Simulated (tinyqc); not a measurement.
Orbital energy against energy difference: ionisation energy by orbital energies and by energy differences in the 6-31g* basis, for H2O, spin multiplicity 1. Computed by the program tinyqc with PySCF. Command: `OMP_NUM_THREADS=1 python tinyqc.py 111225 111226 out.jsonl`; one thread of a shared host (Intel(R) Xeon(R) Processor @ 2.60GHz), about 9 s.

Geometry (angstrom):
```
atom,x,y,z
O,0.0000,0.0000,0.0000
H,0.0000,0.7590,0.5000
H,0.0000,-0.7590,0.5000
```

CCSD(T) difference in the same basis = 12.1486 eV

IP-EOM-CCSD = 11.9706 eV

The cation is unrestricted; errors are against CCSD(T) in this basis, not against experiment.

First vertical ionisation energy (eV):
```
method,-e(HOMO),E(cation) - E,error of -e(HOMO),error of the difference
HF,13.554,10.98863,1.405,-1.160
LDA,6.329,12.85216,-5.820,0.704
PBE,6.232,12.49799,-5.916,0.349
B3LYP,7.953,12.54091,-4.195,0.392
PBE0,8.329,12.42560,-3.820,0.277
CAM-B3LYP,9.850,12.53856,-2.298,0.390
LC-wPBE,11.324,12.58990,-0.825,0.441
```

Koopmans errs by +1.41 eV and Delta-HF by -1.16 eV: relaxation, 2.57 eV, lowers the value and the missing correlation difference works against it. The PBE level is off by -5.9 eV through the wrong tail of its potential, though its energy difference is off by +0.35 eV; exact exchange deepens the level, and among the orbital energies LC-wPBE comes closest; among the differences PBE0 does.
